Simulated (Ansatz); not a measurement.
[GeH3···H···H], doublet along the distance Ge1-H5

Starting geometry:

```yaml
atoms:
  - { symbol: Ge, position_ang: [-0.0380, 0.0000, 0.0000] }
  - { symbol: H, position_ang: [-0.5494, 1.4466, 0.0000] }
  - { symbol: H, position_ang: [-0.5494, -0.7233, 1.2528] }
  - { symbol: H, position_ang: [-0.5494, -0.7233, -1.2528] }
  - { symbol: H, position_ang: [1.4964, 0.0000, 0.0000] }
  - { symbol: H, position_ang: [2.8900, 0.0000, 0.0000] }
```

From there H5 is moved from one fragment to the other while all else, the fragments' distance too, stays fixed; atoms are numbered as listed. Energies are in eV, counted from the starting geometry at the same level. Kohn–Sham curves are unrestricted where that lies lower.

Basis cc-pVDZ; Ansatz 0.2.0. Only valence electrons are correlated (noble-gas cores and the filled d shells of p-block atoms frozen). Prefix R: restricted or restricted open-shell reference. No spin–orbit coupling is included, and no scalar relativity.

In so small a basis the reference is far from its limit while semilocal and hybrid functionals are nearer theirs (RPA and double hybrids share much of the reference's basis error), so the functionals' errors here hold much of the reference's basis and frozen-core error, which can add to them or hide them.

Full CI isn't at hand for all of this; RCCSDTQ serves as the reference, and is uncertain by about the last step of the cluster series.

| distance Ge1-H5 (Å) | RCCSDTQ | PBE | BLYP | r2SCAN | PBE0 | B3LYP | wB97M-V | B2PLYP | RPA-PBE |
| --- | --- | --- | --- | --- | --- | --- | --- | --- | --- |
| 1.534 | 0.000 | 0.000 | 0.000 | 0.000 | 0.000 | 0.000 | 0.000 | 0.000 | 0.000 |
| 1.627 | -0.007 | -0.075 | -0.084 | -0.048 | -0.040 | -0.055 | -0.028 | -0.023 | -0.022 |
| 1.812 | -0.026 | -0.194 | -0.218 | -0.120 | -0.107 | -0.150 | -0.100 | -0.062 | -0.080 |
| 1.998 | -0.357 | -0.468 | -0.503 | -0.398 | -0.395 | -0.450 | -0.445 | -0.374 | -0.419 |
| 2.183 | -0.625 | -0.584 | -0.641 | -0.569 | -0.574 | -0.637 | -0.681 | -0.611 | -0.674 |
